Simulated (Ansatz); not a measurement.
## BeAu: experiment and calculation

**The experiment to reproduce.**

“Fermi surface, possible unconventional fermions, and unusually robust resistive critical fields in the chiral-structured superconductor AuBe”, 2018, arxiv:1812.02830 reports, for a bulk crystal of BeAu at 300 K: lattice constant a 4.659 Å.

The results are compared with them further down.

Level of theory: DFT r2SCAN, scalar-relativistic, plane waves, PAW (Ansatz).

Cutoff 500 eV; k points 8×8×8 on the computed 8-atom cell (Γ-centred); Gaussian smearing, width 0.10 eV; no spin polarisation.

Relaxed structure, symmetry kept:

```
Be Au
1.0
     4.68572    0.00000    0.00000
     0.00000    4.68572    0.00000
     0.00000    0.00000    4.68572
Be Au
4 4
Direct
  0.84619 0.84619 0.84619
  0.65381 0.15381 0.34619
  0.34619 0.65381 0.15381
  0.15381 0.34619 0.65381
  0.15380 0.15380 0.15380
  0.34620 0.84620 0.65380
  0.65380 0.34620 0.84620
  0.84620 0.65380 0.34620
```

```
Space group                                                       : P2_13 (No. 198)
Volume per atom                                                   : 12.86 Å³
Formation energy from the elements' standard states (uncorrected) : -0.132 eV/atom
Generalised Kohn–Sham band gap                                    : none (metal)
Density of states at the Fermi level                              : 2.35 states/eV per cell
Bulk modulus                                                      : 159 GPa
Its pressure derivative                                           : 4.8
Bader charges (e)                                                 : Be (4 in the cell) 1.57, Au (4 in the cell) -1.57
```

Spin-orbit coupling is left out, which matters for the bands of heavy elements.

Against the measured lattice constant a of BeAu, 4.659 Å (300 K; the paper above), the calculated 4.686 Å is off by +0.6 %. The calculation is for 0 K without zero-point motion.

Cost: 9 runs of about 20 core-minutes in all, on Oxide Virtual Turin-like Processor (Zen 5) (shared hosts).